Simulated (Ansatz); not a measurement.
**CH3BSi (SMILES B[Si]#C): functionals against CCSD(T) at one geometry**

How do the functionals fare away from a minimum? The structure is a structure displaced at random from a GFN2-xTB minimum.

Method: single points in def2-TZVPP; program: Ansatz 0.2.0, Gaussian basis.

Cores are frozen in the correlated methods.

## (1) The starting structure

SMILES `B[Si]#C`, 6 atoms, charge 0, spin multiplicity 1.

Atoms are counted from 1 here; the program's logs count them from 0.

Bond lengths: B1–Si2 1.900 Å, B1–H4 1.177 Å, B1–H5 1.147 Å, Si2–C3 1.664 Å, C3–H6 1.111 Å. Angles: Si2–B1–H4 122.7°, Si2–B1–H5 118.0°, H4–B1–H5 119.3°, B1–Si2–C3 176.4°, Si2–C3–H6 172.3°.

Geometry (Å):

```mol
CH3BSi
  3D, bonds by distance, orders not assigned

  6  5  0  0  0  0  0  0  0  0999 V2000
   -0.4986    1.3616   -0.2687 B   0  0
    0.1128   -0.3908    0.1357 Si  0  0
    0.6163   -1.9555    0.3965 C   0  0
   -1.4225    1.8529    0.2707 H   0  0
    0.0776    1.9645   -1.0562 H   0  0
    1.0784   -2.9602    0.5010 H   0  0
  1  2  8  0
  1  4  8  0
  1  5  8  0
  2  3  8  0
  3  6  8  0
M  END
```

## (2) CCSD(T)/def2-TZVPP

Contents of run/in.yaml:

```yaml
crystal:
  periodic: [false, false, false]
  atoms:
    - {symbol: B, position_ang: [-0.498600, 1.361600, -0.268700]}
    - {symbol: Si, position_ang: [0.112800, -0.390800, 0.135700]}
    - {symbol: C, position_ang: [0.616300, -1.955500, 0.396500]}
    - {symbol: H, position_ang: [-1.422500, 1.852900, 0.270700]}
    - {symbol: H, position_ang: [0.077600, 1.964500, -1.056200]}
    - {symbol: H, position_ang: [1.078400, -2.960200, 0.501000]}
basis:
  gaussian: {orbitals: def2-TZVPP}
correlation: {method: ccsd_t}
output: {forces: true}
```

No record of the launch command was kept for these runs.

## (3) PBE0-D4/def2-TZVPP

run/in.yaml: that of step 2 with these lines changed.

```diff
@@ -11,3 +11,3 @@
   gaussian: {orbitals: def2-TZVPP}
-correlation: {method: ccsd_t}
-output: {forces: true}
+hamiltonian: {xc: pbe0, dispersion: d4}
+output: {forces: true, orbitals: {seedname: orbitals}}
```

## (4) wB97M-V/def2-TZVPP

run/in.yaml: that of step 3 with these lines changed.

```diff
@@ -11,3 +11,3 @@
   gaussian: {orbitals: def2-TZVPP}
-hamiltonian: {xc: pbe0, dispersion: d4}
-output: {forces: true, orbitals: {seedname: orbitals}}
+hamiltonian: {xc: {name: wB97M-V}}
+output: {forces: true}
```

## (5) r2SCAN-D4/def2-TZVPP

run/in.yaml: that of step 4 with these lines changed.

```diff
@@ -11,3 +11,3 @@
   gaussian: {orbitals: def2-TZVPP}
-hamiltonian: {xc: {name: wB97M-V}}
+hamiltonian: {xc: r2scan, dispersion: d4}
 output: {forces: true}
```

## (6) PBE-D4/def2-TZVPP

run/in.yaml: that of step 5 with these lines changed.

```diff
@@ -11,3 +11,3 @@
   gaussian: {orbitals: def2-TZVPP}
-hamiltonian: {xc: r2scan, dispersion: d4}
+hamiltonian: {xc: pbe, dispersion: d4}
 output: {forces: true}
```

## (7) HSE06-D4/def2-TZVPP

run/in.yaml: that of step 6 with these lines changed.

```diff
@@ -11,3 +11,3 @@
   gaussian: {orbitals: def2-TZVPP}
-hamiltonian: {xc: pbe, dispersion: d4}
+hamiltonian: {xc: hse06, dispersion: d4}
 output: {forces: true}
```

## (8) BHLYP-D4/def2-TZVPP

run/in.yaml: that of step 7 with these lines changed.

```diff
@@ -11,3 +11,3 @@
   gaussian: {orbitals: def2-TZVPP}
-hamiltonian: {xc: hse06, dispersion: d4}
+hamiltonian: {xc: {name: BHLYP}, dispersion: d4}
 output: {forces: true}
```

(Steps that only read results are left out.)

What does the calculation give? Wanted: energy less free atoms, CCSD(T)/def2-TZVPP; RMS force component; RMS force error; HOMO and LUMO, PBE0-D4; T1 diagnostic.

The runs gave:

| quantity | value |
| --- | --- |
| energy less free atoms, CCSD(T)/def2-TZVPP | -1831.7 kJ/mol |
| RMS force component | 0.703 to 1.108 eV/Å over the methods |
| RMS force error | PBE0-D4 0.281, wB97M-V 0.430, r2SCAN-D4 0.184, PBE-D4 0.161, HSE06-D4 0.267, BHLYP-D4 0.492 eV/Å |
| HOMO and LUMO, PBE0-D4 | -6.70 and -3.64 eV |
| T1 diagnostic | 0.033 |

What this shows: Against CCSD(T) the functionals' energies less atoms differ by -110.5 to +29.1 kJ/mol, PBE-D4 by -110.5 kJ/mol. CCSD(T) in triple zeta still lacks some correlation energy of the bonds, so part of these gaps is its own basis error and they don't rank the functionals. On forces the order runs from PBE-D4 to BHLYP-D4. Frozen-core CCSD(T) forces in triple zeta carry basis errors of their own, and this is one geometry, so small gaps rank nothing. The T1 diagnostic is large here, over the usual mark for main-group molecules (transition-metal compounds often pass it harmlessly), so CCSD(T) itself may be off. The restricted Hartree–Fock reference is unstable towards an unrestricted one at one or more of these structures.
